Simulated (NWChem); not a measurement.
**doublet [CH6N]2+ at 3 levels**

Wanted: a comparison of 3 runs (U-r2SCAN/def2-TZVP, UB3LYP/def2-TZVP, UPBE0/def2-TZVP) of doublet [CH6N]2+. 

The calculation is run with NWChem 7.3.0.

6 further runs of the same task are left out: 6 that didn't finish.

## Step 1: The structure to begin with

The species is [CH6N]2+ (8 atoms), meant as a doublet with charge +2. SMILES of the parent species: `C[NH3+]`. The coordinates come from a PBE0-D4/def2-TZVP relaxation. That shape belongs to the parent species and isn't relaxed for this state.

Bond lengths: C1–N2 1.497 Å, C1–H3 1.087 Å, C1–H4 1.088 Å, C1–H5 1.087 Å, N2–H6 1.023 Å, N2–H7 1.023 Å, N2–H8 1.023 Å. Some angles: C1–N2–H6 111.4°, C1–N2–H7 111.4°, C1–N2–H8 111.4°, N2–C1–H3 108.5°, N2–C1–H4 108.5°, N2–C1–H5 108.5°, H6–N2–H7 107.4°, H6–N2–H8 107.4°, H7–N2–H8 107.4°, H3–C1–H4 110.4°.

## Step 2: The energy at U-r2SCAN/def2-TZVP (run 1)

sp.nw reads:

```
start sp
memory total 2200 mb
charge 2
geometry noautosym nocenter noautoz
 C     -0.225100     0.293000    -0.663400
 N      0.218700    -0.284600     0.644500
 H     -0.041000    -0.440800    -1.444600
 H     -1.286800     0.519400    -0.597800
 H      0.345600     1.199300    -0.851500
 H      0.065500     0.371300     1.413900
 H      1.214900    -0.515300     0.632300
 H     -0.291800    -1.142300     0.866700
end
basis spherical bse
 * library def2-TZVP
end
dft
 xc r2scan
 mult 2
 grid fine
 convergence energy 1e-08
 maxiter 100
 mulliken
end
task dft energy
```

Command:

```console
$ nwchem sp.nw > sp.out
```

Standard output:

```text
[...]
          Wavefunction type:  spin polarized.
          No. of atoms     :     8
          No. of electrons :    17
[...]
          Charge           :     2
          Spin multiplicity:     2
[...]
          AO basis - number of functions:    98
[...]
              XC Information
              --------------
                      r^2SCAN Method XC Functional
               r^2SCAN metaGGA Exchange Functional  1.000
                     r^2SCAN Correlation Potential  1.000
[...]
 d= 0,ls=0.0,diis     1    -95.1238558159 -1.43D+02  6.38D-03  1.00D+00     4.6
[...]
 d= 0,ls=0.0,diis    19    -95.4439707506 -5.57D-10  5.43D-07  1.27D-09    89.2
[...]
         Total DFT energy =      -95.443970750604
      One electron energy =     -212.268196526837
           Coulomb energy =       82.756779747955
    Exchange-Corr. energy =      -13.900075737986
 Nuclear repulsion energy =       47.967521766264
[...]
      Total Density - Mulliken Population Analysis
     ---------------------------------------------
    Atom       Charge   Shell Charges
 -----------   ------   -------------------------------------------------------
    1 C    6     6.07   0.86  1.11  0.56  0.75  0.04  1.25  1.25  0.18  0.02  0.05  0.01
    2 N    7     7.22   0.82  1.15  0.55  0.85  0.08  1.57  1.72  0.44  0.01  0.03  0.00
    3 H    1     0.66   0.24  0.38  0.01  0.02
    4 H    1     0.56   0.21  0.32  0.01  0.03
    5 H    1     0.66   0.25  0.38  0.01  0.02
    6 H    1     0.61   0.25  0.33  0.00  0.04
    7 H    1     0.59   0.24  0.32  0.00  0.04
    8 H    1     0.61   0.25  0.33  0.00  0.04
[...]
      <S2> =      0.7547 (Exact =     0.7500)
[...]
```

Run time: 90 s. Hardware: 1 thread of Intel Xeon Platinum 8488C (Sapphire Rapids), shared host; peak memory 0.11 GiB.

## Step 3: The energy at UB3LYP/def2-TZVP (run 2)

input.nw reads:

```
start input
title "CH6N B3LYP"
memory stack 880 mb heap 220 mb global 1100 mb
charge 2

geometry noautosym nocenter noautoz
 C       -0.225100       0.293000      -0.663400
 N        0.218700      -0.284600       0.644500
 H       -0.041000      -0.440800      -1.444600
 H       -1.286800       0.519400      -0.597800
 H        0.345600       1.199300      -0.851500
 H        0.065500       0.371300       1.413900
 H        1.214900      -0.515300       0.632300
 H       -0.291800      -1.142300       0.866700
end

basis spherical bse
 C library def2-TZVP
 N library def2-TZVP
 H library def2-TZVP
end

dft
 xc b3lyp
 mult 2
 grid fine
 convergence energy 1e-08
 maxiter 100
 mulliken
end

task dft energy
```

Command:

```console
$ nwchem input.nw > input.out
```

Standard output:

```text
[...]
          Wavefunction type:  spin polarized.
          No. of atoms     :     8
          No. of electrons :    17
[...]
          Charge           :     2
          Spin multiplicity:     2
[...]
          AO basis - number of functions:    98
[...]
              XC Information
              --------------
                         B3LYP Method XC Potential
                     Hartree-Fock (Exact) Exchange  0.200
                        Slater Exchange Functional  0.800 local
                    Becke 1988 Exchange Functional  0.720 non-local
              Lee-Yang-Parr Correlation Functional  0.810
                  VWN I RPA Correlation Functional  0.190 local
[...]
 d= 0,ls=0.0,diis     1    -95.1899402743 -1.43D+02  6.15D-03  9.85D-01     2.9
[...]
 d= 0,ls=0.0,diis    21    -95.5042598471 -5.00D-09  2.16D-07  1.10D-09    56.5
[...]
         Total DFT energy =      -95.504259847097
      One electron energy =     -212.284731386373
           Coulomb energy =       82.774584672976
    Exchange-Corr. energy =      -13.961634899965
 Nuclear repulsion energy =       47.967521766264
[...]
      Total Density - Mulliken Population Analysis
     ---------------------------------------------
    Atom       Charge   Shell Charges
 -----------   ------   -------------------------------------------------------
    1 C    6     6.08   0.86  1.12  0.57  0.71  0.09  1.28  1.18  0.21  0.02  0.05  0.01
    2 N    7     7.23   0.82  1.15  0.55  0.82  0.12  1.60  1.65  0.49  0.01  0.03  0.00
    3 H    1     0.59   0.23  0.34  0.01  0.02
    4 H    1     0.59   0.23  0.34  0.01  0.02
    5 H    1     0.69   0.26  0.40  0.01  0.02
    6 H    1     0.60   0.24  0.32 -0.00  0.04
    7 H    1     0.60   0.24  0.32 -0.00  0.04
    8 H    1     0.62   0.25  0.33  0.00  0.03
[...]
      <S2> =      0.7539 (Exact =     0.7500)
[...]
```

It took 57 s on 1 thread of Intel Xeon Platinum 8488C (Sapphire Rapids), shared host; peak memory 0.12 GiB.

## Step 4: A single-point energy at UPBE0/def2-TZVP (run 3)

ch6n.xyz reads:

```xyz
8
CH6N energy
C     -0.225100     0.293000    -0.663400
N      0.218700    -0.284600     0.644500
H     -0.041000    -0.440800    -1.444600
H     -1.286800     0.519400    -0.597800
H      0.345600     1.199300    -0.851500
H      0.065500     0.371300     1.413900
H      1.214900    -0.515300     0.632300
H     -0.291800    -1.142300     0.866700
```

run.py reads:

```python
from ase.io import read
from ase.calculators.nwchem import NWChem

mol = read('ch6n.xyz')

calc = NWChem(
    label='ch6n',
    theory='dft',
    memory='2200 mb',
    basis='def2-TZVP',
    basispar='spherical bse',
    charge=2,
    dft={'xc': 'pbe0', 'mult': '2', 'grid': 'fine', 'convergence': 'energy 1e-08', 'iterations': '100', 'mulliken': None},
    task='energy',
)
mol.calc = calc

print("Total energy (eV):", round(mol.get_potential_energy(), 6))
```

Command:

```console
$ export ASE_NWCHEM_COMMAND="nwchem PREFIX.nwi > PREFIX.nwo"
$ python run.py
```

Standard output:

```text
Total energy (eV): -2595.54536
```

The calculator wrote ch6n.nwi:

```
title "ch6n"

permanent_dir ch6n

scratch_dir ch6n

start ch6n

geometry units angstrom nocenter noautosym noautoz
  C  -2.2509999999999999e-01 2.9299999999999998e-01 -6.6339999999999999e-01
  N  2.1870000000000001e-01 -2.8460000000000002e-01 6.4449999999999996e-01
  H  -4.1000000000000002e-02 -4.4080000000000003e-01 -1.4446000000000001e+00
  H  -1.2867999999999999e+00 5.1939999999999997e-01 -5.9780000000000000e-01
  H  3.4560000000000002e-01 1.1993000000000000e+00 -8.5150000000000003e-01
  H  6.5500000000000003e-02 3.7130000000000002e-01 1.4138999999999999e+00
  H  1.2149000000000001e+00 -5.1529999999999998e-01 6.3229999999999997e-01
  H  -2.9180000000000000e-01 -1.1423000000000001e+00 8.6670000000000003e-01
end

charge 2

memory 2200 mb

basis spherical bse noprint
   * library def2-TZVP
end

dft
  xc pbe0
  mult 2
  grid fine
  convergence energy 1e-08
  iterations 100
  mulliken
end

task dft energy
```

ch6n.nwo:

```text
Northwest Computational Chemistry Package (NWChem) 7.3.0
             --------------------------------------------------------

           Job information
           ---------------

    nwchem branch   = 7.3.0
    use scalapack   = T
    input           = ch6n.nwi
    prefix          = ch6n.
    data base       = ch6n/ch6n.db
    status          = startup
    nproc           =        1

           Memory information
           ------------------

    heap     =     72089594 doubles =      550.0 Mbytes
    stack    =     72089599 doubles =      550.0 Mbytes
    global   =    144179200 doubles =     1100.0 Mbytes (distinct from heap & stack)
    total    =    288358393 doubles =     2200.0 Mbytes
    verify   = yes
    hardfail = no

           Directory information
           ---------------------

  0 permanent = ch6n
  0 scratch   = ch6n

                                NWChem Input Module
                                -------------------

                                       ch6n
                                       ----

[... 25 lines left out ...]
            Nuclear Dipole moment (a.u.)
[... 69 lines left out ...]
  convergence criterion.
[... 16 lines left out ...]
          Convergence on density requested:  1.00D-05
[... 22 lines left out ...]
          Spatial weights used:  Erf1
[... 3 lines left out ...]
          Convergence aids based upon iterative change in
[... 84 lines left out ...]
         Total DFT energy =      -95.384533429464
[... 1 line left out ...]
           Coulomb energy =       82.748569221246
[... 1 line left out ...]
 Nuclear repulsion energy =       47.967521766264
[... 697 lines left out ...]
                     DFT Final Beta Molecular Orbital Analysis
[... 778 lines left out ...]
   alpha     91     92     93     94     95     96     97     98
    beta     91     92     93     94     95     96     97     98
 overlap   1.000  0.999  1.000  1.000  1.000  1.000  1.000  1.000

     --------------------------
     Expectation value of S2:
     --------------------------
      <S2> =      0.7546 (Exact =     0.7500)

 center of mass
 --------------
 x =   0.02168151 y =  -0.02816836 z =   0.06387490

 moments of inertia (a.u.)
 ------------------
          82.942161198033           7.733864088658         -17.513692958539
           7.733864088658          78.820990051487          22.791595363146
         -17.513692958539          22.791595363146          37.275874616071

     Multipole analysis of the density
     ---------------------------------

     L   x y z        total         alpha         beta         nuclear
     -   - - -        -----         -----         ----         -------
     0   0 0 0      2.000000     -9.000000     -8.000000     19.000000

     1   1 0 0     -0.122072      0.076715     -0.551599      0.352812
[... 8 lines of this table left out ...]
     2   0 0 2     -0.521262    -23.224150    -19.677185     42.380073

 Task  times  cpu:       58.2s     wall:       58.2s
 Total times  cpu:       58.3s     wall:       58.3s
```

Wall time 59 s (1 thread of Intel Xeon Platinum 8488C (Sapphire Rapids), shared host); peak memory 0.12 GiB.

## Step 5: All runs side by side

```csv
run,level,energy (Eh),HOMO energy (eV),LUMO energy (eV),⟨S²⟩,wall time
1,U-r2SCAN/def2-TZVP,-95.443971,-24.93,-24.22,0.755,90 s
2,UB3LYP/def2-TZVP,-95.504260,-25.90,-23.77,0.754,57 s
3,UPBE0/def2-TZVP,-95.384533,-26.13,-23.39,0.755,59 s
```

## Step 6: What came out

| quantity | value |
| --- | --- |
| run 3: total energy | -95.38453 Eh |
| run 3: HOMO energy (highest over α and β) | -26.13 eV |
| run 3: LUMO energy (lowest over α and β) | -23.39 eV |
| run 3: ⟨S²⟩ | 0.755 |

**Reading.** Totals of different functionals can't be ranked against each other. All runs together took 3.4 min, the longest 90 s.
